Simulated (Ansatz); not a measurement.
We consider hcp Sc, described by LDA (PAW; Ansatz, a first-principles code).

Settings: plane-wave cutoff 500 eV, 30×30×14 k mesh (along the axes of the cell as run), Fermi–Dirac smearing 0.1 eV, scalar-relativistic PAW data made under PBE.

Computed at the level's own relaxed cell.

Question: What does this level give for the equilibrium volume per atom, equilibrium lattice constant a and lattice parameter c?

Answer: 
* **equilibrium volume per atom**: 22.59 Å³/atom
* **equilibrium lattice constant a**: 3.227 Å
* **lattice parameter c**: 5.009 Å

Measured, for comparison: lattice constant a 3.309 Å, lattice parameter c 5.268 Å (293 K, no zero-point or thermal correction; as tabulated in Wikipedia's data pages). Computed (rounded) less measured: lattice constant a -2.5 %, lattice parameter c -4.9 %.

Computed values are for the static lattice.

It cost very roughly 5 core-minutes of CPU time.
